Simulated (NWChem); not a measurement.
System: C$_{3}$H$_{7}$Cl; SMILES C(CC)Cl

NWChem printed, in part:

```
             Northwest Computational Chemistry Package (NWChem) 7.3.0
             --------------------------------------------------------

 C1  symmetry detected

                             Geometry "geometry" -> ""
                             -------------------------

 Output coordinates in angstroms (scale by  1.889725989 to convert to a.u.)

  No.       Tag          Charge          X              Y              Z
 ---- ---------------- ---------- -------------- -------------- --------------
    1 C                    6.0000    -0.78097238    -1.73945454     0.15152948
    2 C                    6.0000     0.52107397    -1.15232811    -0.37851122
    3 C                    6.0000     0.88936971     0.14968741     0.31327901
    4 Cl                  17.0000    -0.29330191     1.43478045    -0.06330501
    5 H                    1.0000    -0.69859571    -1.95300010     1.21503897
    6 H                    1.0000    -1.01891555    -2.66329710    -0.36920003
    7 H                    1.0000    -1.59829440    -1.03856923     0.00260586
    8 H                    1.0000     0.43666862    -0.97817532    -1.45272099
    9 H                    1.0000     1.33897382    -1.85849130    -0.21409924
   10 H                    1.0000     0.88988377     0.03561544     1.39738948
   11 H                    1.0000     1.85958413     0.51722146    -0.02061255

 Effective nuclear repulsion energy (a.u.)     163.7874884325

                                Z-matrix (autoz)
                                --------

 Units are Angstrom for bonds and degrees for angles

[...]

      ----------------------
      Optimization converged
      ----------------------

  Step       Energy      Delta E   Gmax     Grms     Xrms     Xmax
  ---- ---------------- -------- -------- -------- -------- --------
@    9    -578.20886146 -1.1D-07  0.00002  0.00001  0.00016  0.00038
                                     ok       ok       ok       ok

                                Z-matrix (autoz)
                                --------

 Units are Angstrom for bonds and degrees for angles

[...]

 Rotational Constants
 --------------------
 A=   0.395482 cm-1  (  0.568998 K)
 B=   0.110846 cm-1  (  0.159480 K)
 C=   0.095043 cm-1  (  0.136743 K)

 Temperature                      =   298.15K
 frequency scaling parameter      =   1.0000

 Zero-Point correction to Energy  =   59.847 kcal/mol  (  0.095373 au)
 Thermal correction to Energy     =   63.094 kcal/mol  (  0.100547 au)
 Thermal correction to Enthalpy   =   63.686 kcal/mol  (  0.101491 au)

 Total Entropy                    =   72.556 cal/mol-K
   - Translational                =   38.961 cal/mol-K (mol. weight =  78.0236)
   - Rotational                   =   25.452 cal/mol-K (symmetry #  =        1)
   - Vibrational                  =    8.143 cal/mol-K

 Cv (constant volume heat capacity) =   17.213 cal/mol-K
   - Translational                  =    2.979 cal/mol-K
   - Rotational                     =    2.979 cal/mol-K
   - Vibrational                    =   11.254 cal/mol-K

[normal modes left out]

 ----------------------------------------------------------------------------
 Normal Eigenvalue ||           Projected Infra Red Intensities
  Mode   [cm**-1]  || [atomic units] [(debye/angs)**2] [(KM/mol)] [arbitrary]
 ------ ---------- || -------------- ----------------- ---------- -----------
    1       -0.000 ||    0.000043           0.001         0.042       0.062
    2       -0.000 ||    0.000734           0.017         0.716       1.059
    3        0.000 ||    0.000829           0.019         0.808       1.195
    4        0.000 ||    0.000418           0.010         0.407       0.602
    5        0.000 ||    0.000880           0.020         0.857       1.269
    6        0.000 ||    0.000149           0.003         0.145       0.215
    7      145.691 ||    0.000920           0.021         0.897       1.326
    8      221.877 ||    0.001589           0.037         1.549       2.291
    9      302.384 ||    0.000696           0.016         0.679       1.004
   10      428.904 ||    0.001276           0.029         1.244       1.840
   11      682.371 ||    0.014037           0.324        13.684      20.245
   12      796.697 ||    0.020235           0.467        19.726      29.184
   13      874.865 ||    0.002799           0.065         2.728       4.036
   14      913.734 ||    0.010661           0.246        10.393      15.376
   15     1053.340 ||    0.001604           0.037         1.564       2.314
   16     1082.645 ||    0.001072           0.025         1.045       1.546
   17     1117.924 ||    0.002312           0.053         2.254       3.335
   18     1228.871 ||    0.000550           0.013         0.536       0.794
   19     1275.023 ||    0.003518           0.081         3.430       5.074
   20     1319.653 ||    0.023327           0.538        22.740      33.642
   21     1369.502 ||    0.000660           0.015         0.643       0.951
   22     1405.128 ||    0.008257           0.191         8.050      11.909
   23     1449.860 ||    0.005227           0.121         5.095       7.538
   24     1456.369 ||    0.003311           0.076         3.228       4.775
   25     1470.756 ||    0.011097           0.256        10.818      16.005
   26     1479.756 ||    0.005635           0.130         5.493       8.127
   27     3054.662 ||    0.022318           0.515        21.757      32.187
   28     3058.322 ||    0.015589           0.360        15.197      22.483
   29     3096.797 ||    0.010390           0.240        10.129      14.985
   30     3111.973 ||    0.015643           0.361        15.249      22.560
   31     3150.702 ||    0.022141           0.511        21.584      31.932
   32     3164.863 ||    0.011505           0.265        11.216      16.593
   33     3171.244 ||    0.009391           0.217         9.155      13.544
 ----------------------------------------------------------------------------
```

Level: PBE0/def2-SVP. 

**Question.** Which NWChem input produces such a log?

**Answer.** One answer among several that fit: the input that was run:
```
start job
memory heap 200 mb stack 900 mb global 1100 mb
geometry units angstroms
  C     -1.978089    -0.306920     0.279651
  C     -0.785552    -1.203272    -0.029208
  C      0.516608    -0.635686     0.510871
  Cl     0.950985     0.883238    -0.323502
  H     -2.099916    -0.190214     1.354350
  H     -2.889728    -0.736833    -0.126982
  H     -1.833866     0.676574    -0.160091
  H     -0.698058    -1.341700    -1.108357
  H     -0.933708    -2.185686     0.426391
  H      0.434259    -0.395491     1.570981
  H      1.347177    -1.322958     0.350580
end
basis spherical
  * library def2-svp
end
dft
  xc pbe0
  iterations 150
end
driver
  maxiter 120
end
task dft optimize
task dft freq
```
